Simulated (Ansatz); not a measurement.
# bcc Ir (model structure)

All values below come from LDA (Ansatz, a first-principles code, PAW).

Settings: plane-wave cutoff 500 eV, 34×34×34 k mesh, Fermi–Dirac smearing 0.1 eV, no spin polarisation, scalar-relativistic PAW data made under PBE.

Cell (relaxed at this level):

```yaml
crystal:
  lattice:
    - [-1.53052, 1.53052, 1.53052]
    - [1.53052, -1.53052, 1.53052]
    - [1.53052, 1.53052, -1.53052]
  atoms:
    - { symbol: Ir, position: [0.00000, 0.00000, 0.00000] }
```

For bcc Ir (model structure), the band gap comes out as zero (no gap).

Note: the relaxation could raise the start's symmetry but not lower it, so the cell can be a saddle point.

Spin–orbit coupling is not included.

Static lattice: no zero-point or thermal effects.

A model structure was made by putting elements into a prototype or built by hand; it is no filed structure, need not be a known phase, and can be a saddle point held by its symmetry.
